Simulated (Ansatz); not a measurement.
**LiPH2 (triplet): wave-function methods side by side at scale of all distances = 1.136, 6-31G**

Aim: climb from Hartree-Fock through coupled cluster and multireference methods for LiPH2 (triplet) at one geometry and basis, and see what each rung misses.

Program: Ansatz 0.2.0, Gaussian basis. Level of theory: 6-31G, core rule «outside noble gas», up to 6 orbitals frozen. These are calculated values, not measurements.

Plan: UHF; CCSD(T) on ROHF; CCSD(T) on UHF; BCCD(T) on ROHF; CISD as a restricted active space (open shells left free, so some higher excitations enter); CCSDT(Q) on ROHF; CCSDT(Q) on UHF; CASSCF and MRCISD+Q, 4 electrons in 4 orbitals; CASSCF and NEVPT2, 4 electrons in 4 orbitals; Full CI.

34 further runs of the same task are left out: 19 for a known fault of the program, 11 that didn't finish, 4 set aside as unsound or not needed. Runs told in other sessions of the task aren't counted.

## 1. The geometry

The geometry derives from a PBE0/def2-TZVP stationary point (not a proven minimum). All distances are scaled together.

4 atoms, charge 0, spin multiplicity 3.

Atoms are counted from 1 here; the program's logs count them from 0.

Bond lengths: P1–H3 1.624 Å, P1–H4 1.613 Å. Angles: H3–P1–H4 93.2°.

## 2. UHF

Contents of in.yaml:

```yaml
crystal:
  periodic: [false, false, false]
  atoms:
    - {symbol: P, position_ang: [0.000000, 0.031031, 0.555454]}
    - {symbol: Li, position_ang: [0.000000, -0.001264, -2.927981]}
    - {symbol: H, position_ang: [0.000000, 0.572881, 2.086698]}
    - {symbol: H, position_ang: [0.000000, -1.517753, 1.007349]}
basis:
  gaussian: {orbitals: 6-31G}
magnetization: {spin_polarized: true, initial_magnetization: 2}
hamiltonian: {xc: hf}
output: {orbitals: {seedname: orbitals}}
```

Run with:

```console
ansatz run in.yaml --threads 1 --pin off --events-out ev --progress --plain --max-ram 2393MiB
```

The runs that follow: CCSD(T) on ROHF; CCSD(T) on UHF; BCCD(T) on ROHF; CISD as a restricted active space (open shells left free, so some higher excitations enter); CCSDT(Q) on ROHF; CCSDT(Q) on UHF; CASSCF and MRCISD+Q, 4 electrons in 4 orbitals; CASSCF and NEVPT2, 4 electrons in 4 orbitals; Full CI.

**Question.** What will the summary of the whole plan be? Wanted: FCI from the RHF energy; RMP2 from FCI; UMP2 from FCI; RCCSD from FCI; RCCSD(T) from FCI; UCCSD(T) from FCI; RCCSDT(Q) from FCI; UCCSDT(Q) from FCI; NEVPT2 pair from FCI.

**Answer**, as computed:

```
                         quantity                                                                            value
          FCI from the ROHF energy                                                                       -2.1388 eV
                    RMP2 from FCI                                                                     +61.0 kJ/mol
                    UMP2 from FCI                                                                     +60.6 kJ/mol
                   RCCSD from FCI                                                                      +3.2 kJ/mol
                RCCSD(T) from FCI                                                                      +0.9 kJ/mol
                UCCSD(T) from FCI                                                                      +0.9 kJ/mol
               RCCSDT(Q) from FCI                                                                       0.0 kJ/mol
               UCCSDT(Q) from FCI                                                                       0.0 kJ/mol
             NEVPT2 pair from FCI                                                                     +42.1 kJ/mol
levels within 1 kcal/mol (43 meV)  RCCSD, UCCSD, RCCSD(T), UCCSD(T), BCCD(T), RCCSDT, UCCSDT, RCCSDT(Q), UCCSDT(Q)
                    T1 diagnostic                                                                            0.016
   effectively unpaired electrons                                                                             2.05
```

What this shows: RCCSD(T) lands +0.9 kJ/mol from the yardstick (0.4 % of the correlation energy). One determinant dominates. These misses are within one basis, not against nature; the frozen cores of restricted and unrestricted runs differ, which can shift their rows.

Levels on UHF freeze UHF's core orbitals, full CI those of ROHF, so the U rows can settle a little off it for that reason alone.

With open shells the CI space here admits some higher excitations, so it is larger than plain CISD.
